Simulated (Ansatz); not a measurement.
# [SiH3···H···F], doublet in cc-pVDZ: errors against UCCSDT(Q)

Geometry: a point of a hydrogen-transfer path between rigid fragments, not a stationary point.

| atom | x (Å) | y (Å) | z (Å) |
| --- | --- | --- | --- |
| Si | -1.0149 | 0.0000 | 0.0000 |
| H | -1.5098 | 1.3997 | 0.0000 |
| H | -1.5098 | -0.6999 | 1.2122 |
| H | -1.5098 | -0.6999 | -1.2122 |
| H | 0.7081 | 0.0000 | 0.0000 |
| F | 1.7031 | 0.0000 | 0.0000 |

Basis cc-pVDZ; Ansatz 0.2.0. Correlated methods freeze the noble-gas cores, which leaves 15 electrons in 46 orbitals. R marks a restricted (for open shells ROHF) determinant, U an unrestricted one. Active spaces: pair = (3e, 3o) about the gap; valence = (15e, 12o) chosen from the atoms' valence shells.

Full CI isn't at hand for all of this; UCCSDT(Q) serves as the reference, and is uncertain by about the last step of the cluster series. The frozen core follows each run's orbitals, which can shift R against U totals by a few meV.

For open shells CISD is restricted-active-space CI with the open shells as a complete middle space.

```
UHF ⟨S²⟩                          : 0.761
T1 diagnostic (RCCSD)             : 0.0166
largest doubles amplitude (RCCSD) : 0.034
T1 diagnostic (UCCSD)             : 0.0130
```

```tsv
level	E − E(UCCSDT(Q)) (kJ/mol)	share of correlation (%)	wall time
RHF	913.6	0.00	–
UHF	903.4	1.11	–
RMP2	97.7	89.31	–
UMP2	100.1	89.04	–
CISD	91.9	89.94	6 s
RCCSD	17.9	98.04	–
UCCSD	17.6	98.07	–
RCCSD(T)	3.6	99.61	1.6 s
UCCSD(T)	3.6	99.61	1.6 s
BCCD(T)	3.4	99.62	2.2 s
RCCSDT	1.5	99.84	–
UCCSDT	1.4	99.84	–
RCCSDT(Q)	0.1	99.99	6 s (H100)
CASSCF (pair space)	848.9	7.08	–
MRCISD (pair space)	81.8	91.04	–
MRCISD+Q (pair space)	11.8	98.71	2.6 s (H100)
CASSCF (valence space)	727.9	20.32	–
NEVPT2 (valence space)	131.6	85.60	6 s (H100)
MRCISD (valence space)	56.7	93.80	–
MRCISD+Q (valence space)	8.9	99.02	18 s (H100)
```

The correlation energy at UCCSDT(Q), counted from RHF, is -9.469 eV. That run took 6 s on 2 threads of AMD EPYC 7R13 with a shared H100 80 GB, shared host.

Times hold each run's SCF and search for its determinant on a shared host, so for small cases they say little of a method's own cost; rows without a card ran on 1 thread of AMD EPYC 7R13.

Natural occupations of CASSCF (valence space) about the gap: 1.986 1.977 1.976 1.976 1.004 0.026 0.020 0.019 0.019; effectively unpaired electrons, Σ n²(2−n)², 1.01.
